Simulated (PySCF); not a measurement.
Bonds (- single, = double, # triple, : aromatic): C1-C2 1.454 Å, C2=C3 1.357 Å, C3-P4 1.804 Å, P4-C5 1.804 Å, C5=C1 1.357 Å. C1 carries H6; C2 carries H7; C3 carries H8; P4 carries H9; C5 carries H10.

Geometry: PBE0-D3(BJ)/def2-SVP; GIAO absolute shieldings from PySCF, gas phase, non-relativistic, averaged over equivalent atoms.

At mPW1PW91/pcSseg-2 (257 basis functions, 22 s wall time on 1 thread of an Intel Xeon 6975P-C, shared host):
```csv
atoms,σ (ppm)
C1/C2,32.9
C3/C5,39.2
P4,358.6
H6/H7,23.82
H8/H10,24.15
H9,25.88
```

Question: What do these become at OPBE/pcSseg-2?

Answer: 
```csv
atoms,σ at OPBE/pcSseg-2,change
C1/C2,40.7,+7.8
C3/C5,49.0,+9.8
P4,380.9,+22.3
H6/H7,23.63,-0.19
H8/H10,24.06,-0.09
H9,25.63,-0.25
```

The largest change is at P4 (ring phosphorus). Cost: 257 basis functions, 30 s wall time on 1 thread of an Intel Xeon 6975P-C, shared host.
